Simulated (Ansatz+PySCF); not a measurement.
The numbers below are computed, except where a source is named.
## Ansatz (development build ahead of 0.2.0) run

```yaml
crystal:
  periodic: [false, false, false]
  atoms:
    - { symbol: B, position_ang: [0.0, 0.0, 0.0] }
    - { symbol: Na, position_ang: [1.42631, 1.90175, 4.11741] }
basis:
  gaussian: { orbitals: STO-3G }
magnetization:
  spin_polarized: true
  initial_magnetization: 2
hamiltonian:
  xc: hf
correlation:
  method: ccsd_t
  frozen_orbitals: { B: 1, Na: 1 }
```

The input is written out in the form of the current development build from the run's settings.

Output:

```
Converged                                                          : yes
Reference energy                                                   : -183.81748 hartree
CCSD correlation energy                                            : -0.08133 hartree
Triples correction                                                 : -0.00179 hartree
Total energy                                                       : -183.90060 hartree
Spin squared of the determinant                                    : 2.000
Stability test                                                     : minimum
T1 diagnostic                                                      : 0.006
Largest doubles amplitude                                          : 0.18
Occupied orbitals by symmetry in an Abelian subgroup (alpha; beta) : 6 A1 2 B1 1 B2; 5 A1 1 B1 1 B2
```
